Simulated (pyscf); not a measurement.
Four-centre exchange: silylene (SiH₂) [singlet] + hydrogen fluoride (HF) -> F–SiH: [singlet] + hydrogen (H₂)

Gas phase, singlet surface, charge 0. Bonds broken: Si1–H2, F4–H5. Bonds formed: Si1–F4, H2–H5. Structures and frequencies: ωB97X-D3(BJ)/def2-SVP in PySCF.

Transition state (Å):

```xyz
5

Si    -0.1525    -0.2890     0.0121
H     -1.3913     0.0211     1.1178
H     -0.3530    -1.7784     0.2620
F     -1.8278    -0.1764    -0.9376
H     -1.9254    -0.0560     0.2131
```

One imaginary mode, 1165i cm⁻¹; descent along it reached the two sides named, in the forms told below.

```tsv
bond	change	reactant side (Å)	saddle	product side
Si1–H2	breaks	1.533	1.689	2.269
F4–H5	breaks	0.931	1.161	2.8
Si1–F4	forms	2.228	1.929	1.640
H2–H5	forms	2.513	1.053	0.770
```

Electronic energies relative to the separated reactants (kcal/mol):

```csv
level,barrier,reaction energy,reverse barrier
ωB97X-D3(BJ)/def2-TZVP,-0.9,-35.2,34.3
PBE/def2-TZVP,-7.6,-35.3,27.8
r²SCAN/def2-TZVP,-6.2,-36.7,30.5
B3LYP-D3(BJ)/def2-TZVP,-1.4,-36.1,34.7
PBE0-D3(BJ)/def2-TZVP,-3.4,-33.3,29.9
M06-2X/def2-TZVP,0.0,-36.2,36.3
ωB97M-D3(BJ)/def2-TZVP,-1.1,-35.5,34.4
HF/def2-TZVP,17.5,-32.1,49.6
```

With ωB97M-D3(BJ)/def2-TZVP energies and thermal terms (ideal gas, 1 atm, RRHO with modes under 100 cm⁻¹ raised to 100, one conformer, R ln 2 for chiral ones without a mode under 150 cm⁻¹), in kcal/mol:

```json
[
 {"T (K)": "298", "ΔH‡": "-1.4", "ΔG‡": "7.6", "ΔH": "-37.1", "ΔG": "-36.3"},
 {"T (K)": "600", "ΔH‡": "-2.1", "ΔG‡": "17.1", "ΔH": "-36.8", "ΔG": "-35.6"},
 {"T (K)": "900", "ΔH‡": "-2.1", "ΔG‡": "26.7", "ΔH": "-36.5", "ΔG": "-35.1"},
 {"T (K)": "1200", "ΔH‡": "-1.8", "ΔG‡": "36.3", "ΔH": "-36.2", "ΔG": "-34.7"}
]
```

On the reactant side the descent ends in a bound adduct, 8.6 kcal/mol under the separated species and 7.7 kcal/mol under the saddle at ωB97X-D3(BJ)/def2-TZVP. At ωB97X-D3(BJ)/def2-TZVP, PBE, r²SCAN, B3LYP-D3(BJ), PBE0-D3(BJ), ωB97M-D3(BJ) the saddle lies under the separated reactants, which points to a path from their complex (located at ωB97X-D3(BJ) alone). This is the saddle that the search found; another between the same sides may lie lower.
